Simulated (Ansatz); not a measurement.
Process, species as SMILES: ClCCl → [CH2]Cl (CH2-Cl) + Cl atom
B3LYP-D3(BJ)/def2-TZVP geometries, fixed; electronic energies without zero-point terms.

How fast the bond dissociation energy converges with the basis for several methods (Ansatz, an electronic-structure program): deviation from each method's own reference, in kcal/mol. References: CCSD(T) 82.76 kcal/mol, Hartree-Fock in cc-pV(Q+d)Z plus the correlation part extrapolated as X^-3 from cc-pV(T+d)Z and cc-pV(Q+d)Z; HF 48.57 kcal/mol, the value in aug-pcseg-3; MP2 89.24 kcal/mol, Hartree-Fock in aug-cc-pV(Q+d)Z plus the correlation part extrapolated as X^-3 from aug-cc-pV(T+d)Z and aug-cc-pV(Q+d)Z; PBE 82.78 kcal/mol, the value in aug-pcseg-3; PBE0 80.09 kcal/mol, the value in aug-pcseg-3; wB97M-V 82.91 kcal/mol, the value in aug-pcseg-3. Cartesian d functions, on some or all atoms, in 6-311G**; all else is spherical. In correlated methods cores are frozen. Open shells are unrestricted. No added dispersion term, no relativity. Functionals ending in -V hold VV10 correlation. 

```
basis              functions  CCSD(T)      HF     MP2    PBE   PBE0  wB97M-V
-----------------  ---------  -------  ------  ------  -----  -----  -------
STO-3G                    25    -5.73    9.41  -13.70  13.19  11.82    14.45
6-31G                     39   -22.96  -11.91  -28.69  -6.67  -8.21    -8.55
def2-SV(P)                54    -9.38   -1.39  -11.43   0.06  -0.61     0.02
def2-SVP                  60    -9.51   -1.84  -11.59  -0.33  -1.07    -0.49
pcseg-1                   60   -10.30   -3.01  -12.07  -1.85  -2.35    -2.77
cc-pV(D+d)Z               70    -9.01   -1.39  -10.34  -0.03  -0.63    -0.30
6-311G**                  84    -6.95   -0.45   -9.18  -0.43  -0.68    -1.15
def2-SVPD                 90    -6.19   -0.23   -7.63   0.15  -0.02    -0.13
aug-pcseg-1               95    -6.24   -0.31   -7.54  -0.17  -0.24    -0.82
cc-pV(T+d)Z              136    -4.14   -0.10   -4.35  -0.02  -0.08    -0.12
6-311++G(3df,3pd)        169    -2.31    0.92   -2.77   0.89   0.95     0.81
def2-TZVPPD              173    -3.14    0.03   -3.35   0.22   0.14     0.03
```

Mean absolute deviation over 6-311G**, cc-pV(T+d)Z, 6-311++G(3df,3pd), def2-TZVPPD: HF 0.38, PBE 0.39, PBE0 0.46, wB97M-V 0.53, CCSD(T) 4.13, MP2 4.91 kcal/mol.
